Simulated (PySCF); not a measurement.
**A small calculation by hand: entropy of an ideal gas**

sulfur dioxide anion (O2S), SMILES O=S=O (connectivity only; charge and spin as stated), charge -1, multiplicity 2.

Geometry optimised at PBE-D3(BJ)/def2-TZVPD. The multiplicity is an assumed one; other spin states were not compared.

PBE-D3(BJ)/def2-TZVPD (PySCF) gives the harmonic wavenumbers 429, 939, 1043 cm⁻¹ and the rotational temperatures 2.2047, 0.4580, 0.3792 K. The molar mass is 64.06 g/mol, the symmetry number 2, the spin multiplicity 2.

Q: Work out the entropy at 298.15 K and 1 atm in the rigid-rotor, harmonic-oscillator model.

A: 
Translation (Sackur–Tetrode at 1 atm): S = R[1.5 ln M + 2.5 ln T − 1.16487] = 160.6 J/(mol K).
Rotation: q = (√π/σ) T^1.5/√(θA θB θC) = 7370, S = R[ln q + 3/2] = 86.5 J/(mol K).
Vibration: with u = 1.4388 ν/T, each mode gives R[u/(e^u − 1) − ln(1 − e^−u)]:
```tsv
ν (cm⁻¹)	modes	u	S (J/(mol K))
429	1	2.07	3.61
939	1	4.53	0.50
1043	1	5.03	0.33
```
These are all the modes. Sum 4.4 J/(mol K).
Spin: R ln 2 = 5.8 J/(mol K).
Total 257.3 J/(mol K); the program's own thermochemistry gives 257.3. Translation makes up 62 % and vibration 2 %. Anharmonicity, hindered rotation and orbital degeneracy are left out.
